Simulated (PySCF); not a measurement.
A search over the determinants of LiP

Unrestricted PBE0; PySCF, no relativity, basis sets Li aug-pcseg-1, P aug-pcseg-1. Outer shells of the fragments: Li 2s1; P 3s2 3p3.

Followed along the bond (rough minima from three points):

| 2Ms+1 | unpaired | ⟨S²⟩ at the start | R at minimum (Å) | Te (eV) |
| --- | --- | --- | --- | --- |
| 3 | π ↑↑ | 2.01 | 2.34 | 0.00 |
| 1 | π ↑↓ | 1.01 | 2.34 | 0.33 |
| 3 | σ ↑, π ↑ | 2.01 | 2.21 | 0.69 |
| 1 | σ ↓, π ↑ | 1.01 | 2.23 | 1.02 |
| 1 | none | 0.00 | 2.32 | 1.39 |

Solutions found at the starting distance of 2.350 Å, counted from the lowest of them; the search is not exhaustive and high or unbound solutions are not listed, so other states can lie among these:

```
2Ms+1    unpaired   term  E (eV)  ⟨S²⟩  ⟨Lz²⟩  μ (D)
    3        π ↑↑    ³Σ⁻    0.00  2.01   0.00  -6.89
    1        π ↑↓  mixed    0.33  1.01   2.02  -6.88
    3    σ ↑, π ↑     ³Π    0.74  2.01   1.01  -6.83
    1    σ ↓, π ↑  mixed    1.06  1.01   1.02  -6.86
    1        none  mixed    1.39  0.00   2.00  -6.72
    5  σ ↑↑, π ↑↑    ⁵Σ⁻    2.32  6.00   0.00   4.38
```

A term symbol is given only where ⟨S²⟩ and ⟨Lz²⟩ are close to those of a pure state; real π, δ and φ orbitals otherwise mix terms. A positive dipole means Li(−)P(+).

Counting both spins, an empty level lies below a filled one in some of these solutions, because spin and occupation are held.
